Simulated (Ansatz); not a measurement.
How the elastic constant C12 of rock-salt NaI moves with the method

No measured value is used here.

```csv
level (code),value (GPa),cell (Å³/atom)
LDA (Ansatz),8.99,30.66
PBE (Ansatz),7.94,34.80
r²SCAN (Ansatz),7.96,33.71
B3LYP (VWN-RPA form) (Ansatz),8.67,35.74
LC-ωPBE (Ansatz),7.79,33.14
Hartree–Fock (Ansatz),7.98,38.18
```

Each level is taken at its own relaxed cell. Cutoffs differ between the levels. Ansatz's density-functional and Hartree–Fock values are scalar-relativistic unless marked +SOC, with PAW data made under PBE.

Ansatz is a quantum-chemistry and plane-wave program.
